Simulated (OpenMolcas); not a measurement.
# Potential curves of BCl: spin–orbit levels

Calculated with OpenMolcas 26.06: state-averaged CASSCF(8,7) over Cl 3p, B 2s 2p, XMS-CASPT2 (IPEA 0.25, imaginary shift 0.2 hartree), scalar X2C, ANO-RCC-VTZP, then RASSI spin–orbit state interaction with atomic mean-field integrals. C2 symmetry about the axis (a holds Σ, Δ, Γ; b holds Π, Φ, H; Σ⁺ and Σ⁻ are not told apart); roots by multiplicity and irrep: 1a 1, 3b 2, 1b 2.

XMS-CASPT2 energies with spin–orbit state interaction in eV from the lowest point. Curves are followed by energy order within each symmetry, so they are adiabatic and may change character at avoided crossings; for Ω = 0 the + and − levels are counted together.

| R (Å) | (1)Ω=0 | (1)Ω=1 | (1)Ω=2 | (2)Ω=1 |
| --- | --- | --- | --- | --- |
| 1.492 | 0.945 | 3.311 | 3.318 | 5.418 |
| 1.579 | 0.322 | 2.701 | 2.708 | 4.861 |
| 1.657 | 0.065 | 2.470 | 2.476 | 4.667 |
| 1.735 | 0.000 | 2.440 | 2.445 | 4.627 |
| 1.822 | 0.073 | 2.556 | 2.561 | 4.726 |
| 1.909 | 0.244 | 2.790 | 2.794 | 4.867 |
| 2.030 | 0.576 | 3.195 | 3.199 | 5.099 |
| 2.186 | 1.075 | 3.747 | 3.750 | 5.296 |
| 2.429 | 1.876 | 4.492 | 4.494 | 5.365 |
| 2.776 | 2.919 | 5.028 | 5.029 | 5.276 |
| 3.296 | 4.117 | 5.172 | 5.173 | 5.175 |
| 3.990 | 4.973 | 5.159 | 5.186 | 5.186 |

Q: With masses 34.969 and 11.009 u, fit the curves (1)Ω=0 near their minima.

A: At XMS-CASPT2 with spin–orbit state interaction, Te from the lowest curve (the fit fixes ωe to a per cent or two; the method's Re and ωe can be off by some per cent):

```tsv
curve	Te (cm⁻¹)	Re (Å)	ωe (cm⁻¹)
(1)Ω=0	0	1.731	825.0
```

Left out for impure symmetry, kinks or missing points, though low: (2)Ω=0, (3)Ω=0. Only roots inside an energy window near the equilibrium distance were included, so the list of states is not complete; labels number the states computed. Each spin and symmetry block has orbitals of its own, averaged over its own roots, so gaps between blocks are less sure than gaps within one and near the minimum can be off by tenths of an eV, in bad cases by more. No Rydberg orbitals are active, so Rydberg states, and σ→σ* states whose orbital the CASSCF left unused, can be missing between those listed. At stretched bonds a block can hold a wrong CASSCF solution and miss its lowest state; points past a visible jump are left out. No roots were computed in block 3a (none fell in the window or the block failed), so states of that kind are missing and can lie low or lowest. Points that failed a check (symmetry, reference weights, a jump) are left out.
